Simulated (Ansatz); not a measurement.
# CH₃LiS: functionals against CCSD(T) at one geometry

A test off equilibrium: a structure displaced at random from a GFN2-xTB minimum is computed at several levels, and each is set against CCSD(T).

Method: single points in def2-TZVPP; program: Ansatz 0.2.0, Gaussian basis.

Correlated methods freeze the cores. The outer core shell of Li, Na, Mg and K is correlated.

## Step 1: The system as given

6 atoms, charge 0, spin multiplicity 1.

Atoms are counted from 1 here; the program's logs count them from 0.

Bond lengths: Li1–C2 1.962 Å, Li1–S3 2.739 Å, C2–S3 1.894 Å, C2–H4 1.083 Å, C2–H5 1.144 Å, S3–H6 1.318 Å. Angles: C2–Li1–S3 43.7°, Li1–C2–S3 90.5°, Li1–C2–H4 112.8°, Li1–C2–H5 134.6°, S3–C2–H4 99.0°, S3–C2–H5 101.8°, H4–C2–H5 108.2°, Li1–S3–C2 45.8°, Li1–S3–H6 85.7°, C2–S3–H6 99.4°.

Coordinates:

```xyz
6
CH3LiS
Li   -0.9603    1.5250   -0.5262
C    -0.1177   -0.2465   -0.5775
S     0.0408   -0.2440    1.3097
H    -0.8361   -1.0491   -0.6867
H     0.9083   -0.6387   -0.8988
H     1.0357    0.6099    1.4413
```

## Step 2: CCSD(T)/def2-TZVPP

Input file run/in.yaml:

```yaml
crystal:
  periodic: [false, false, false]
  atoms:
    - {symbol: Li, position_ang: [-0.960300, 1.525000, -0.526200]}
    - {symbol: C, position_ang: [-0.117700, -0.246500, -0.577500]}
    - {symbol: S, position_ang: [0.040800, -0.244000, 1.309700]}
    - {symbol: H, position_ang: [-0.836100, -1.049100, -0.686700]}
    - {symbol: H, position_ang: [0.908300, -0.638700, -0.898800]}
    - {symbol: H, position_ang: [1.035700, 0.609900, 1.441300]}
basis:
  gaussian: {orbitals: def2-TZVPP}
correlation: {method: ccsd_t}
output: {forces: true}
```

No record of the launch command was kept for these runs.

## Step 3: PBE0-D4/def2-TZVPP

run/in.yaml: that of step 2 with these lines changed.

```diff
@@ -11,3 +11,3 @@
   gaussian: {orbitals: def2-TZVPP}
-correlation: {method: ccsd_t}
-output: {forces: true}
+hamiltonian: {xc: pbe0, dispersion: d4}
+output: {forces: true, orbitals: {seedname: orbitals}}
```

## Step 4: wB97M-V/def2-TZVPP

run/in.yaml: that of step 3 with these lines changed.

```diff
@@ -11,3 +11,3 @@
   gaussian: {orbitals: def2-TZVPP}
-hamiltonian: {xc: pbe0, dispersion: d4}
-output: {forces: true, orbitals: {seedname: orbitals}}
+hamiltonian: {xc: {name: wB97M-V}}
+output: {forces: true}
```

## Step 5: r2SCAN-D4/def2-TZVPP

run/in.yaml: that of step 4 with these lines changed.

```diff
@@ -11,3 +11,3 @@
   gaussian: {orbitals: def2-TZVPP}
-hamiltonian: {xc: {name: wB97M-V}}
+hamiltonian: {xc: r2scan, dispersion: d4}
 output: {forces: true}
```

## Step 6: PBE-D4/def2-TZVPP

run/in.yaml: that of step 5 with these lines changed.

```diff
@@ -11,3 +11,3 @@
   gaussian: {orbitals: def2-TZVPP}
-hamiltonian: {xc: r2scan, dispersion: d4}
+hamiltonian: {xc: pbe, dispersion: d4}
 output: {forces: true}
```

## Step 7: CAM-B3LYP-D4/def2-TZVPP

run/in.yaml: that of step 6 with these lines changed.

```diff
@@ -11,3 +11,3 @@
   gaussian: {orbitals: def2-TZVPP}
-hamiltonian: {xc: pbe, dispersion: d4}
+hamiltonian: {xc: {name: CAM-B3LYP}, dispersion: d4}
 output: {forces: true}
```

## Step 8: revPBE-D4/def2-TZVPP

run/in.yaml: that of step 7 with these lines changed.

```diff
@@ -11,3 +11,3 @@
   gaussian: {orbitals: def2-TZVPP}
-hamiltonian: {xc: {name: CAM-B3LYP}, dispersion: d4}
+hamiltonian: {xc: {name: revPBE}, dispersion: d4}
 output: {forces: true}
```

(Steps that only read results are left out.)

**Question.** What will these runs give? Wanted: energy less free atoms, CCSD(T)/def2-TZVPP; RMS force component; RMS force error; HOMO and LUMO, PBE0-D4; T1 diagnostic.

**Answer**, as computed:

| quantity | value |
| --- | --- |
| energy less free atoms, CCSD(T)/def2-TZVPP | -1693.6 kJ/mol |
| RMS force component | 0.625 to 0.656 eV/Å over the methods |
| RMS force error | PBE0-D4 0.112, wB97M-V 0.074, r2SCAN-D4 0.056, PBE-D4 0.160, CAM-B3LYP-D4 0.102, revPBE-D4 0.167 eV/Å |
| HOMO and LUMO, PBE0-D4 | -4.84 and -1.09 eV |
| T1 diagnostic | 0.010 |

In words: Against CCSD(T) the functionals' energies less atoms differ by -82.2 to -42.1 kJ/mol, PBE-D4 by -82.2 kJ/mol. CCSD(T) in triple zeta still lacks some correlation energy of the bonds, so part of these gaps is its own basis error and they don't rank the functionals. The forces of r2SCAN-D4 come nearest to CCSD(T), those of revPBE-D4 are farthest. Frozen-core CCSD(T) forces in triple zeta carry basis errors of their own, and this is one geometry, so small gaps rank nothing.
